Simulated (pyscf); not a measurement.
Substitution at Ge: `[OH][GeH3]` + `[H]` [doublet] -> `[OH][GeH3]` + `[H]` [doublet]

Gas phase, doublet surface, charge 0. Bonds broken: Ge2–H4. Bonds formed: Ge2–H7. Optimised with ωB97X-D3(BJ)/def2-SVP in PySCF. MP2 and CC: frozen core, UHF for open shells. ΔMP2 is the change of the MP2 total energy from the triple- to the quadruple-zeta basis.

Transition state (Å):

```xyz
7

O     -0.3319    -1.3777     0.7006
Ge    -0.8572     0.2283     0.0804
H     -0.7239    -2.1010     0.1968
H     -1.0435    -0.3975    -1.4693
H     -2.3182     0.5668     0.4125
H      0.1140     1.1005     0.9050
H     -0.4357     1.1562    -1.2836
```

One imaginary mode, 552i cm⁻¹; descent along it reached the two sides named.

| bond | change | reactant side (Å) | saddle | product side |
|---|---|---|---|---|
| Ge2–H4 | breaks | 1.541 | 1.682 | 3.8 |
| Ge2–H7 | forms | 3.6 | 1.703 | 1.541 |

Electronic energies relative to the separated reactants (kJ/mol):

```json
[
 {"level": "ωB97X-D3(BJ)/def2-TZVP", "barrier": "57.5", "reaction energy": "0.0", "reverse barrier": "57.5"},
 {"level": "PBE/def2-TZVP", "barrier": "30.9", "reaction energy": "0.0", "reverse barrier": "30.9"},
 {"level": "r²SCAN/def2-TZVP", "barrier": "27.7", "reaction energy": "0.0", "reverse barrier": "27.7"},
 {"level": "B3LYP-D3(BJ)/def2-TZVP", "barrier": "39.1", "reaction energy": "0.0", "reverse barrier": "39.1"},
 {"level": "PBE0-D3(BJ)/def2-TZVP", "barrier": "43.4", "reaction energy": "0.0", "reverse barrier": "43.4"},
 {"level": "M06-2X/def2-TZVP", "barrier": "57.5", "reaction energy": "0.0", "reverse barrier": "57.5"},
 {"level": "ωB97M-D3(BJ)/def2-TZVP", "barrier": "57.3", "reaction energy": "0.0", "reverse barrier": "57.3"},
 {"level": "HF/def2-TZVP", "barrier": "119.3", "reaction energy": "0.0", "reverse barrier": "119.3"},
 {"level": "MP2/def2-QZVPP", "barrier": "74.4", "reaction energy": "0.0", "reverse barrier": "74.4"},
 {"level": "CCSD/def2-TZVPP", "barrier": "63.8", "reaction energy": "0.0", "reverse barrier": "63.8"},
 {"level": "CCSD(T)/def2-TZVPP", "barrier": "58.9", "reaction energy": "0.0", "reverse barrier": "58.9"},
 {"level": "CCSD(T)/def2-TZVPP + ΔMP2(QZVPP)", "barrier": "57.1", "reaction energy": "0.0", "reverse barrier": "57.1"}
]
```

With CCSD(T)/def2-TZVPP + ΔMP2(QZVPP) energies and thermal terms (ideal gas, 1 atm, RRHO with modes under 100 cm⁻¹ raised to 100, one conformer, R ln 2 for rigid chiral ones), in kJ/mol:

| T (K) | ΔH‡ | ΔG‡ | ΔH | ΔG |
|---|---|---|---|---|
| 298 | 56.4 | 85.7 | 0.0 | 0.0 |
| 600 | 53.7 | 116.5 | 0.0 | 0.0 |
| 900 | 52.1 | 148.3 | 0.0 | 0.0 |
| 1200 | 50.9 | 180.6 | 0.0 | 0.0 |

The same reactants have a lower exit, to HO–GeH₂• + H₂ (barrier +12.4 kJ/mol at ωB97M-D3(BJ), against +57.3 kJ/mol here). This is the saddle that the search found; another between the same sides may lie lower. The angle at the attacked Ge is 59° (front-side attack). The CCSD(T) − MP2 part came from Ansatz, without density fitting, on the same reference. The frozen core leaves the outer d or s,p core shells of the metals and heavy elements correlated in the MP2 and CC values, and def2-TZVPP describes them poorly, which can shift differences by a few kcal/mol. Elements up to Kr have no core potential and no relativistic terms here.
